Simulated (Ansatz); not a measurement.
A calculation on zinc-blende HgTe returned lattice constant a 6.544 Å, bulk modulus 41.9 GPa, cohesive energy 1.70 eV/atom.

For reference: lattice constant a 6.46 Å (measured, room temperature, not corrected to a static lattice; as tabulated in Cava et al. (2013), arXiv:1302.1059); bulk modulus 42.3 GPa (measured, temperature not stated, no zero-point or thermal correction; as tabulated in Toher et al. (2017), arXiv:1611.05714).

Which level of theory produced these numbers?
(A) RPBE (Ansatz, a first-principles code)
(B) r²SCAN-D4 (Ansatz)
(C) rVV10 (Ansatz)
(D) PBEsol (Ansatz)

B, r²SCAN-D4 (Ansatz)

The others give: rVV10 6.665 Å, 36.2 GPa, 1.80 eV/atom; RPBE 6.756 Å, 28.4 GPa, 1.09 eV/atom; PBEsol 6.509 Å, 42.1 GPa, 1.84 eV/atom.

Unless a cell is named, each level is at its own relaxed cell (PBEsol 34.47, r²SCAN-D4 35.02, RPBE 38.55, rVV10 37.01 Å³/atom).

Caveats: the cell is over a tenth larger than the published one: the level's own overestimate first of all, though another phase or state, or a fault of the published cell, is possible (RPBE). Ansatz's density-functional and Hartree–Fock values are scalar-relativistic unless marked +SOC, with PAW data made under PBE.
